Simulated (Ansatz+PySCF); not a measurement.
doublet OF: levels of theory in one basis

```xyz
2

O     0.0000    0.0000   -0.6495
F     0.0000    0.0000    0.6495
```

Basis set: cc-pVTZ (spherical functions). Left uncorrelated: 2 orbitals. Correlation on ROHF uses semicanonical orbitals with singles. Charge 0, multiplicity 2.

Computed with Ansatz (development build ahead of 0.2.0) and PySCF 2.14.0; each method stands on the lowest determinant of its kind that the runs found.

```tsv
method	E − E(ROHF) (eV)	<S²> of the determinant
ROHF	0.00	0.75
UHF	-0.16	0.76
ROHF-MP2	-12.30	–
UHF-MP2	-12.28	0.76
ROHF-CCSD(T)	-13.07	–
```

Task: What does UHF-CCSD give on the same scale?

Result: -12.65 eV.
